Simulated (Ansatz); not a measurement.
## Worked example: SnH3, doublet against SnH3⁻, triplet

Geometry (PBE0/def2-TZVPD stationary point of a triplet), kept for both states (SnH3⁻, triplet: B1; SnH3, doublet: B1):

```xyz
4

Sn    0.0000   -0.0123    0.0000
H     0.0000   -0.1535   -1.9014
H     0.0000    1.7590    0.0000
H     0.0000   -0.1535    1.9014
```

Basis def2-SVPD with its core potentials; Ansatz 0.2.0. Correlated methods freeze the noble-gas cores and the filled d shells of p-block atoms. R marks a restricted (for open shells ROHF) determinant, U an unrestricted one. No spin–orbit coupling is included; scalar relativity enters through the core potentials alone.

Full CI isn't at hand for all of this; UCCSDT(Q) serves as the reference, and is uncertain by the last step of the cluster series or more.

Unrestricted rows (U, and Kohn–Sham where it breaks symmetry) aren't spin-pure: their determinants' ⟨S²⟩ exceeds S(S+1) by up to 0.14, so they mix in states of higher spin. The highest occupied Kohn–Sham level of the anion is positive, up to +1.51 eV, so in those functionals the extra electron is held by the basis alone, which enters their differences from the reference.

```tsv
level	E(SnH3⁻, triplet) (hartree)	E(SnH3, doublet) (hartree)
UHF	-215.004123	-214.966022
UMP2	-215.102005	-215.057387
UCCSD(T)	-215.134871	-215.094807
PBE	-216.008143	-215.960955
B3LYP	-216.099919	-216.047314
UCCSDT(Q)	-215.135961	-215.096117
```

**Question.** Give the vertical gap, SnH3 doublet less SnH3⁻ triplet, at each level in eV (1 hartree = 27.2114 eV), and each error against UCCSDT(Q).

**Answer.** UCCSDT(Q): (-215.096117 − (-215.135961)) × 27.2114 = 1.084 eV (the reference)
B3LYP: (-216.047314 − (-216.099919)) × 27.2114 = 1.431 eV, error 0.347 eV
PBE: (-215.960955 − (-216.008143)) × 27.2114 = 1.284 eV, error 0.200 eV
UCCSD(T): (-215.094807 − (-215.134871)) × 27.2114 = 1.090 eV, error 0.006 eV
UMP2: (-215.057387 − (-215.102005)) × 27.2114 = 1.214 eV, error 0.130 eV
UHF: (-214.966022 − (-215.004123)) × 27.2114 = 1.037 eV, error -0.047 eV

Total energies of functionals can't be set beside those of wave-function methods, since they hold the core's correlation and their own absolute errors; only the differences compare.

In so small a basis the reference is far from its limit while semilocal and hybrid functionals are nearer theirs, so the functionals' errors here hold much of the reference's basis and frozen-core error, which can add to them or hide them.

Each level lands on the state that its own search finds. T1 diagnostics of restricted CCSD: 0.030 and 0.027.
